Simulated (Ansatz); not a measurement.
Results of RPBE in Ansatz (PAW) for bcc Li.

Numerical settings: plane-wave cutoff 520 eV, 22×22×22 k mesh, Fermi–Dirac smearing 0.05 eV, scalar-relativistic PAW data made under PBE.

A third-order Birch–Murnaghan fit to the energies gives V0 = 21.069 Å³/atom, B0 = 13.3 GPa, B′ = 3.4.

| V (Å³/atom) | P (GPa) |
|---|---|
| 19.802 | ___ |
| 20.223 | 0.583 |
| 20.645 | 0.280 |
| 21.066 | 0.002 |
| 21.487 | ___ |
| 21.909 | -0.486 |
| 22.330 | -0.701 |

Q: Estimate the withheld pressures from this fit; the answers are the runs' own values.

A: 
- 19.802, P (GPa): 0.915
- 21.487, P (GPa): -0.252

The formula P = (3/2) B0 (x^(7/3) − x^(5/3)) [1 + (3/4)(B′ − 4)(x^(2/3) − 1)] with x = V0/V meets the computed pressures within 0.01 GPa when these rounded values are put in.

Measured, for comparison: bulk modulus 13.8 GPa (corrected for temperature and zero-point phonon effects, our sources range from 13.1 to 13.9; as tabulated in Levämäki et al. (2014), arXiv:1402.3671); equilibrium volume per atom 20.51 Å³/atom (low-temperature or extrapolated to 0 K; zero-point anharmonic expansion removed; as tabulated in Csonka et al. (2009), arXiv:0903.4037). Computed (rounded) less measured: bulk modulus -4 % (inside the range of the sources held), equilibrium volume per atom +2.7 %.

Static lattice: no zero-point or thermal effects.

It cost about 13 core-seconds (a rough figure) of CPU time.

Ansatz is a quantum-chemistry and plane-wave program.
